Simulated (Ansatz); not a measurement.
**H3SN: small, medium and large basis sets**

One table from this session's results is given with a row withheld; the runs are named, their logs left out.

Computed with Ansatz 0.2.0, Gaussian basis. Level: one geometry, several basis sets.

Plan: PBE0-D4/def2-SVP; ωB97M-V/def2-SVP; PBE0-D4/def2-QZVPP; ωB97M-V/def2-QZVPP; CCSD(T)/cc-pV(D+d)Z; CCSD(T)/cc-pV(T+d)Z; CCSD(T)/cc-pV(Q+d)Z; the functionals' def2-TZVPP values are taken from earlier runs.

### The geometry

All runs share one geometry, relaxed beforehand with PBE0-D4 in a triple-zeta def2 set.

5 atoms, charge 0, spin multiplicity 1.

Atoms are counted from 1 here; the program's logs count them from 0.

Bond lengths: N1–S2 1.702 Å, N1–H3 1.010 Å, N1–H4 1.010 Å, S2–H5 1.347 Å. Angles: S2–N1–H3 111.1°, S2–N1–H4 111.1°, H3–N1–H4 110.2°, N1–S2–H5 97.6°.

The first run:

The input, in.yaml:

```yaml
crystal:
  periodic: [false, false, false]
  atoms:
    - {symbol: N, position_ang: [-0.176622, -0.507405, -0.213354]}
    - {symbol: S, position_ang: [0.170655, 0.946216, 0.601676]}
    - {symbol: H, position_ang: [0.016856, -1.307090, 0.372232]}
    - {symbol: H, position_ang: [-1.136659, -0.527878, -0.526005]}
    - {symbol: H, position_ang: [1.125768, 1.396156, -0.234561]}
basis:
  gaussian: {orbitals: def2-SVP}
hamiltonian: {xc: pbe0, dispersion: d4}
output: {orbitals: {seedname: orbitals}}
```

Command:

```bash
$ ansatz run in.yaml --threads 2 --pin off --events-out ev --progress --plain --max-ram 32768MiB --backend cpu
```

Steps of the session up to this table: PBE0-D4 in def2-SVP; ωB97M-V in def2-SVP; PBE0-D4 in def2-QZVPP; ωB97M-V in def2-QZVPP.

One table of the session follows, with a row left open; its other results are not shown here.

It belongs to the step «Functionals by basis». 

| functional | basis | HOMO (eV) | LUMO (eV) |
| --- | --- | --- | --- |
| PBE0-D4 | def2-SVP | -6.80 | 0.84 |
| PBE0-D4 | def2-TZVPP | -6.99 | 0.12 |
| PBE0-D4 | def2-QZVPP | -7.05 | -0.10 |
| ωB97M-V | def2-SVP | ? | ? |
| ωB97M-V | def2-TZVPP | -9.25 | 1.89 |
| ωB97M-V | def2-QZVPP | -9.33 | 1.50 |

Q: Estimate the row for ωB97M-V, def2-SVP from the others.

As computed: HOMO (eV): -9.05; LUMO (eV): 2.83. In the column «HOMO (eV)» it lies between ωB97M-V, def2-TZVPP (-9.25) and PBE0-D4, def2-QZVPP (-7.05).
